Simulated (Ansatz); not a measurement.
**How far each method lies from full CI for HPAl, quartet**

Geometry: a PBE0/def2-TZVP stationary point for this spin, not checked as a minimum.

```xyz
3

Al    0.0000    0.0348    1.3006
P     0.0000   -0.0736   -1.0887
H     0.0000    1.3304   -1.3605
```

Basis 6-31G; Ansatz 0.2.0. Only valence electrons are correlated (noble-gas cores frozen), which leaves 9 electrons in 18 orbitals. R marks a restricted (for open shells ROHF) determinant, U an unrestricted one. Active spaces: valence = (9e, 9o) chosen from the atoms' valence shells.

Full CI is exact within this basis and frozen core; it isn't the basis-set limit. The frozen core follows each run's orbitals, which can shift R against U totals by a few meV.

For open shells CISD is restricted-active-space CI with the open shells as a complete middle space.

```
UHF ⟨S²⟩                          : 3.774
T1 diagnostic (RCCSD)             : 0.0390
largest doubles amplitude (RCCSD) : 0.069
T1 diagnostic (UCCSD)             : 0.0260
```

Task: From what is known of these methods and the diagnostics, rank them by the size of their error in total energy against full CI in 6-31G, smallest first (an estimate: the text doesn't fix the numbers).
A. CASSCF (valence space)
B. BCCD(T)
C. UHF
D. MRCISD+Q (valence space)
E. UCCSD

Result: D (0.33 mEh), B (0.73 mEh), E (2.15 mEh), A (32.00 mEh), C (78.27 mEh).

All errors are against full CI in 6-31G. Within each family the higher level lies nearer, as is usual though not guaranteed.

The full-CI state has the irrep A'' of Cs, in the program's axes.

Natural occupations of full CI about the gap: 1.980 1.959 1.931 0.999 0.994 0.991 0.040 0.033 0.033 0.010; effectively unpaired electrons, Σ n²(2−n)², 3.04.
